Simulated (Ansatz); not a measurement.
**H3O+ (oxonium) at 6 levels**

We compute a comparison of 6 runs (PBE0/3-21G, wB97X/3-21G, RPA@PBE/3-21G, CCSDTQ/6-31G, UCCSD(T)/3-21G, FCI/6-31G) of H3O+ (oxonium). 

Program for the calculation: Ansatz 0.2.0.

### 1 The system as given

H3O+: 4 atoms, total charge +1, spin state singlet. SMILES: `[OH3+]`. The H4–O1 distance was set to 2.446 Å, away from the relaxed value. At this shape a bond of the SMILES string is far longer than usual.

Bond lengths: O1–H2 0.978 Å, O1–H3 0.978 Å. Angles: H2–O1–H3 113.0°.

### 2 The energy at PBE0/3-21G (run 1)

Contents of job.yaml:

```yaml
crystal:
  periodic: [false, false, false]
  atoms:
    - {symbol: O, position_ang: [0.443140, 0.598439, -1.339457]}
    - {symbol: H, position_ang: [0.480230, 1.573579, -1.271557]}
    - {symbol: H, position_ang: [-0.147720, 0.286849, -2.054077]}
    - {symbol: H, position_ang: [0.007860, -0.493450, 0.805020]}
basis:
  gaussian:
    orbitals: 3-21G.json
total_charge: 1
magnetization:
  spin_polarized: false
hamiltonian:
  xc: pbe0
accuracy: high
```

The basis set 3-21G is read from a file made from the Basis Set Exchange's data (not shown).

Launch:

```sh
ansatz run job.yaml --threads 1 --pin off --max-ram 3480MiB --events-out events.jsonl --progress --plain --runs-dir runs
```

Log:

```text
Warning: RAYON_NUM_THREADS=1 ignored (pool sized by the plan → 1); use --threads N
Functional definition: PBE0
  name "PBE0"
  parameter a = 0.25
  parameter kappa = 0.804
  parameter beta = 0.06672455060314922
  exchange = (1 - a)*pbe_x(kappa = kappa, mu = beta*pi^2/3) + a*exact_x
  correlation = pbe_c(beta = beta)
226 factors; integrals over basis functions are off by at most 6.9e-9 eV
mean field evaluation 1: about -2053.3573 eV, gradient 9.5e1 eV
mean field evaluation 2: about -2008.1931 eV, gradient 1.3e2 eV
mean field evaluation 4: about -2063.8991 eV, gradient 3.8e1 eV
mean field evaluation 8: about -2067.7958 eV, gradient 5.6e-1 eV
mean field evaluation 16: about -2067.7891 eV, gradient 9.2e-5 eV
mean field -2067.78914913 eV, -75.9898496328 hartree, gradient 6.0e-8 eV, S^2 0.000000; 0 other end points of the search recorded, 0 dependent functions left out
reference -2067.78915040 eV, -75.9898496795 hartree; 5, 5 occupied and 10, 10 virtual orbitals, 226 factors
Total energy: -2067.78915040 eV, -75.9898496795 hartree
```

Wall time 0.38 s (1 thread of Arm Neoverse V2, shared host).

### 3 The energy at wB97X/3-21G (run 2)

Contents of input.yaml:

```yaml
crystal:
  periodic: [false, false, false]
  atoms:
    - {symbol: O, position_ang: [0.443140, 0.598439, -1.339457]}
    - {symbol: H, position_ang: [0.480230, 1.573579, -1.271557]}
    - {symbol: H, position_ang: [-0.147720, 0.286849, -2.054077]}
    - {symbol: H, position_ang: [0.007860, -0.493450, 0.805020]}
basis:
  gaussian: {orbitals: 3-21G.json}
total_charge: 1
hamiltonian: {xc: {name: wB97X}}
accuracy: high
```

The basis set 3-21G is read from a file made from the Basis Set Exchange's data (not shown).

Launch:

```sh
ansatz run input.yaml --threads 1 --pin off --max-ram 3480MiB --events-out events.jsonl --progress --plain --runs-dir runs
```

Log (excerpt; [...] marks lines left out):

```text
Warning: RAYON_NUM_THREADS=1 ignored (pool sized by the plan → 1); use --threads N
Functional definition: wB97X
  name "wB97X"
[...]
      + exact_x_lr(omega)
[...]
      + integral(e_c_pw_opposite_spin*poly(b97_u_opposite, 1, cos1, cos2, cos3, cos4))
226 factors; integrals over basis functions are off by at most 6.9e-9 eV
108 factors; integrals over basis functions are off by at most 1.9e-9 eV
[...]
mean field -2069.24962265 eV, -76.0435210448 hartree, gradient 3.3e-8 eV, S^2 0.000000; 0 other end points of the search recorded, 0 dependent functions left out
reference -2069.24962134 eV, -76.0435209964 hartree; 5, 5 occupied and 10, 10 virtual orbitals, 226 factors
Total energy: -2069.24962134 eV, -76.0435209964 hartree
```

It took 1.9 s on 1 thread of Arm Neoverse V2, shared host; peak memory 0.15 GiB.

Runs 3 to 5 aren't shown in full; the table further down has their settings and results.

### 4 A single-point energy at FCI/6-31G (run 6)

input.yaml: that of step 3 with these lines changed.

```diff
@@ -8,5 +8,8 @@
 basis:
-  gaussian: {orbitals: 3-21G.json}
+  gaussian:
+    orbitals: 6-31G
 total_charge: 1
-hamiltonian: {xc: {name: wB97X}}
+correlation:
+  method: fci
+  frozen_orbitals: {H: 0, O: 1}
 accuracy: high
```

Launch:

```sh
ansatz run input.yaml --threads 1 --pin off --max-ram 3480MiB --events-out events.jsonl --progress --plain --runs-dir runs
```

Log (excerpt; [...] marks lines left out):

```text
Warning: RAYON_NUM_THREADS=1 ignored (pool sized by the plan → 1); use --threads N
Functional definition: HF
  name "HF"
[...]
281 factors; integrals over basis functions are off by at most 8.8e-9 eV
[...]
mean field -2069.28541783 eV, -76.0448364932 hartree, gradient 2.6e-8 eV, S^2 0.000000; 0 other end points of the search recorded, 0 dependent functions left out; unrestricted orbitals would lower it
[...]
unrestricted determinant -2070.42871138 eV, -76.0868517562 hartree, S^2 0.9559
1 core orbitals not correlated: weight in the atoms' cores, before any rotation towards them, 1.000 or more for the frozen orbitals, at most 0.000 for the correlated occupied ones
reference -2069.28541783 eV, -76.0448364932 hartree; 4, 4 occupied and 10, 10 virtual orbitals, 281 factors
state -2073.80041401 eV, -76.2107595425 hartree
Total energy: -2073.80041401 eV, -76.2107595425 hartree
```

Wall time 4.2 s (1 thread of Arm Neoverse V2, shared host); peak memory 0.14 GiB.

### 5 All runs side by side

```
run           level  frozen core orbitals  energy (Eh)  wall time
  1      PBE0/3-21G                     –   -75.989850     0.38 s
  2     wB97X/3-21G                     –   -76.043521      1.9 s
  3   RPA@PBE/3-21G                     1   -75.912783     0.64 s
  4    CCSDTQ/6-31G                     1   -76.210742      3.3 s
  5  UCCSD(T)/3-21G                     1   -75.817458      0.2 s
  6       FCI/6-31G                     1   -76.210760      4.2 s
```

### 6 Summary of results

```
                                         quantity         value
                              run 6: total energy  -76.21076 Eh
run 6: correlation energy (1 core orbital frozen)    -165.9 mEh
```

What this shows: Against full CI in this basis: CCSDTQ +0.0 mEh. Totals of different functionals can't be ranked against each other. In runs 3, 4 the log says that unrestricted orbitals would lower the reference, so the values rest on an unstable closed-shell determinant (other closed-shell runs at this shape may share the fault). Spin contamination of the reference: run 5 ⟨S²⟩ = 0.97. Where it is this large, the reference is a mixture of spin states, and values that rest on it are in doubt. All runs together took 11 s, the longest 4.2 s.
